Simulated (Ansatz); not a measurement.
## CH₄NO, SMILES CN[O]: a rigid scan of one bond length, step by step

With Ansatz 0.2.0 through its Python package.

Notebook, run cell by cell (the value of a cell's last expression is shown):

In [1]:
```python
import ansatz
import numpy as np
```

In [2]:
```python
mol = (
    ansatz.Crystal.molecule()
    .atom("C", (-0.5907, 0.0025, 0.0487))
    .atom("N", (0.7782, 0.3608, -0.302))
    .atom("O", (1.3962, -0.7636, -0.7377))
    .atom("H", (-1.1192, 0.8975, 0.4396))
    .atom("H", (-1.13, -0.3584, -0.8531))
    .atom("H", (-0.6003, -0.7908, 0.8285))
    .atom("H", (1.2658, 0.6521, 0.576))
)
```

In [3]:
```python
symbols = [site.symbol for site in mol.cartesian_sites]
start = np.array([site.position_ang for site in mol.cartesian_sites])
axis = (start[6] - start[1]) / np.linalg.norm(start[6] - start[1])
moving = [6]
lengths, energies = [0.92, 0.962, 1.004, 1.046, 1.088, 1.129, 1.171, 1.234], []
for length in lengths:
    xyz = start.copy()
    xyz[moving] += (length - np.linalg.norm(start[6] - start[1])) * axis
    point = ansatz.Crystal.molecule()
    for symbol, place in zip(symbols, xyz):
        point = point.atom(symbol, place.tolist())
    calculation = point.calculation()
    calculation = calculation.basis(gaussian="def2-SVP")
    calculation = calculation.functional("B3LYP", dispersion="d3bj").spin("collinear", total=1)
    summary = calculation.run().report
    energies.append(summary["free_energy_ev"])
    print(f"r = {length:6.3f} A  E = {energies[-1]:.5f} eV  <S^2> = {abs(summary['mean_field']['state']['spin_squared']):.3f}")
```
```text
r =  0.920 A  E = -4632.81664 eV  <S^2> = 0.753
r =  0.962 A  E = -4633.01854 eV  <S^2> = 0.753
r =  1.004 A  E = -4633.11116 eV  <S^2> = 0.753
r =  1.046 A  E = -4633.12071 eV  <S^2> = 0.753
r =  1.088 A  E = -4633.06778 eV  <S^2> = 0.753
r =  1.129 A  E = -4632.97134 eV  <S^2> = 0.753
r =  1.171 A  E = -4632.83920 eV  <S^2> = 0.753
r =  1.234 A  E = -4632.59904 eV  <S^2> = 0.753
```

In [4]:
```python
fit = np.polynomial.Polynomial.fit(lengths, np.array(energies) - min(energies), 4).convert()
roots = [r.real for r in fit.deriv().roots() if abs(r.imag) < 1e-9 and fit.deriv(2)(r.real) > 0]
r_e = min(roots, key=lambda r: abs(r - lengths[int(np.argmin(energies))]))
print(f"minimum of the fit at {r_e:.4f} A, force constant {fit.deriv(2)(r_e):.2f} eV/A^2")
```
```text
minimum of the fit at 1.0301 A, force constant 39.66 eV/A^2
```

Reading the output:
- Total energies depend on the basis set; only differences at equal settings carry meaning.
- The rest of the molecule is held rigid at a force-field or estimated start geometry, and the basis set is modest; single-reference methods fail as a bond breaks.
- The species is open-shell (spin multiplicity 2).
- b3lyp holds the VWN-RPA fit, as in Gaussian; the form of ORCA and Turbomole is b3lyp5.
- Run time: 22 s on 1 thread of Arm Neoverse V2 (shared host), peak memory 0.2 GiB.
